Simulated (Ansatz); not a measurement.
C3H5FO, SMILES `C[C@@H]1O[C@H]1F`, relaxed with RKS PBE-D4/def2-SVP in Ansatz from a rough embedded geometry. The force threshold is 0.03 eV/Å; the program also tests the step.

Charge 0, multiplicity 1.

Start:

```xyz
10

C     0.200   -0.108   -1.217
C    -0.088   -0.484    0.140
O    -1.308    0.055    0.688
C    -0.134    0.440    1.292
F     0.235    0.036    2.540
H    -0.145    0.978   -1.447
H     1.239   -0.157   -1.465
H    -0.388   -0.729   -1.951
H     0.180   -1.541    0.306
H     0.209    1.510    1.113
```

| step | energy (eV) | largest force (eV/Å) | largest move (Å) |
| --- | --- | --- | --- |
| 1 | -7940.3155 | 3.149 | 0.000 |
| 2 | -7940.6051 | 1.184 | 0.084 |
| 3 | -7940.6545 | 0.143 | 0.055 |
| 4 | -7940.6570 | 0.083 | 0.017 |
| 5 | -7940.6578 | 0.056 | 0.031 |
| 6 | -7940.6582 | 0.018 | 0.015 |

End:

```xyz
10

C     0.194   -0.075   -1.283
C    -0.056   -0.485    0.143
O    -1.303   -0.028    0.753
C    -0.109    0.459    1.267
F     0.217    0.036    2.522
H    -0.022    1.001   -1.435
H     1.249   -0.268   -1.563
H    -0.453   -0.654   -1.974
H     0.195   -1.531    0.411
H     0.087    1.545    1.161
```

It took 6 s on 4 threads of an Arm Neoverse V1 on a shared host, with 0.13 GiB of host memory at the peak.
